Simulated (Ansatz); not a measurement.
# C2S4: the cost of one run

Computed with Ansatz 0.2.0 (the levels named in each step, unless a step's input says otherwise).

## Step 1: Starting point

Bond lengths: S1–C2 1.550 Å, C2–S3 1.550 Å, S4–C5 1.550 Å, C5–S6 1.550 Å. Angles: S1–C2–S3 179.8°, S4–C5–S6 179.8°.

Structure file:

```xyz
6

S     1.7105   -1.1063   -0.9889
C     0.6966   -0.0998   -1.5903
S    -0.3214    0.9041   -2.1891
S     0.4361    1.0200    2.1171
C    -0.6964    0.1023    1.5902
S    -1.8253   -0.8187    1.0609
```

## Step 2: A rough first relaxation, PBE-D4/def2-SVP

The input, input.yaml:

```yaml
crystal:
  periodic: [false, false, false]
  atoms:
    - { symbol: S, position_ang: [1.7105, -1.10628, -0.9889] }
    - { symbol: C, position_ang: [0.69655, -0.09977, -1.59027] }
    - { symbol: S, position_ang: [-0.32135, 0.90407, -2.18907] }
    - { symbol: S, position_ang: [0.43611, 1.01999, 2.11709] }
    - { symbol: C, position_ang: [-0.6964, 0.10229, 1.59018] }
    - { symbol: S, position_ang: [-1.82531, -0.81872, 1.06091] }
basis:
  gaussian: { orbitals: def2-SVP }
hamiltonian:
  xc: pbe
  dispersion: d4
relax:
  f_tol: 0.03
  max_steps: 200
```

Run with:

```bash
$ ansatz run input.yaml --threads 4 --pin off --max-ram 10240MiB --backend cpu --events-out ev --progress --plain --runs-dir out
```

What time and memory should one allow on 4 threads of Intel Xeon at 2.50GHz (Skylake/Cascade Lake), shared host?

About 18 s, with a peak of 0.16 GiB.
